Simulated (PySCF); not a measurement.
# Computed spin Hamiltonian

C2H3 (doublet state).
Structure used (PBE0-D3(BJ)/def2-SVP), in Å, numbered top down from 1:
```
atom  x, y, z in Å
C1     0.787   -0.374    0.024
C2    -0.473   -0.016   -0.027
H3     1.766    0.104    0.069
H4    -0.776    1.044   -0.034
H5    -1.287   -0.751   -0.066
```

The species is `[CH]=C` [radical].

Theory: UKS B3LYP, IGLO-III on C, pcH-1 on H, non-relativistic, mean-field spin-orbit, GIAO (PySCF). Isolated species at its PBE0-D3(BJ)/def2-SVP geometry, gas phase.

| Item | Value |
| --- | --- |
| g1, g2, g3 | 2.00160, 2.00219, 2.00283 |
| g_iso | 2.00220 |
| Form of g | rhombic: the two nearest values differ by 48 % of g3 − g1 |
| ⟨S²⟩ | 0.7601 (exact 0.7500) |
| HOMO–LUMO gap, α and β orbitals | 6.35, 5.37 eV |
| Total energy | -77.93749 Eh |
| Basis functions | 100 |

Hyperfine couplings atom by atom, in MHz; T1 to T3 are the principal values of the dipolar part; ρ(0) is the spin density at the nucleus:

| atom | isotope | a_iso | T1 | T2 | T3 | Mulliken spin population | ρ(0) (bohr⁻³) |
| --- | --- | --- | --- | --- | --- | --- | --- |
| C1 | 13C | 317.2 | -80.8 | -57.5 | 138.3 | 1.02 | 0.2822 |
| C2 | 13C | -13.8 | -20.0 | 2.8 | 17.2 | -0.17 | -0.0122 |
| H3 | 1H | 51.7 | -31.7 | -7.9 | 39.6 | 0.01 | 0.0116 |
| H4 | 1H | 182.6 | -4.8 | -1.7 | 6.5 | 0.09 | 0.0408 |
| H5 | 1H | 114.5 | -6.1 | -5.8 | 11.9 | 0.05 | 0.0256 |

The largest Mulliken spin populations are on C1 (+1.02), C2 (-0.17) and H4 (+0.09). C1 is the only atom above +0.15. The positive populations add up to 1.17 and the negative ones to -0.17, together 2S = 1.

Axes: g1 points within 13° of the C1–H3 bond, g2 points within 3° of the C2–H4 bond and g3 is normal to the molecular plane.

Under fast tumbling the dipolar parts average out, and these isotropic splittings remain: 1 × 1H (H4, I = 1/2, 2 lines) with 6.51 mT, 1 × 1H (H5, I = 1/2, 2 lines) with 4.09 mT and 1 × 1H (H3, I = 1/2, 2 lines) with 1.84 mT.

The 13C coupling of C1 (317.2 MHz) shows only in satellite lines or after enrichment, since that isotope makes up about 1.07 % of natural carbon.

β density exceeds α density at some nuclei, such as C2 (-0.0122), spin density in bohr⁻³. In a single determinant that takes different orbitals for the two spins, that is spin polarisation.

The run took 6.3 s on an Arm Neoverse V1 with one thread, shared host.
